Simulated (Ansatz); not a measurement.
# CHBSi: the cost of one run

Method: the settings change from run to run; program: Ansatz 0.2.0, Gaussian basis.

18 further runs of the same task are left out: 5 that didn't finish, 13 set aside as unsound or not needed.

### 1 The system

The geometry is a PBE0/def2-TZVP stationary point (not a proven minimum) of the parent state, kept for this charge and spin.

4 atoms, charge 1, spin multiplicity 2.

Atoms are counted from 1 here; the program's logs count them from 0.

Bond lengths: B1–Si2 2.104 Å, B1–C3 1.413 Å, Si2–C3 1.748 Å, Si2–H4 1.507 Å. Angles: Si2–B1–C3 55.5°, B1–Si2–C3 41.8°, B1–Si2–H4 159.6°, C3–Si2–H4 117.8°, B1–C3–Si2 82.7°.

### 2 CCSD on UHF/6-31++G**

Contents of in.yaml:

```yaml
crystal:
  periodic: [false, false, false]
  atoms:
    - {symbol: B, position_ang: [0.000000, -0.542119, 1.311636]}
    - {symbol: Si, position_ang: [0.000000, -0.137461, -0.752718]}
    - {symbol: C, position_ang: [0.000000, 0.754866, 0.750494]}
    - {symbol: H, position_ang: [0.000000, 0.649881, -2.037416]}
basis:
  gaussian: {orbitals: "6-31++G**"}
total_charge: 1
magnetization: {spin_polarized: true, initial_magnetization: 1}
correlation: {method: ccsd, electrons: outside_noble_gas, diis_vectors: 2}
output: {forces: true}
```

The run is started by

```
> ansatz run in.yaml --threads 1 --pin off --events-out ev --progress --plain --max-ram 2393MiB
```

Q: Estimate wall time and peak memory on 1 thread of Arm Neoverse N1, shared host.

About 53 s, with a peak of 0.28 GiB.
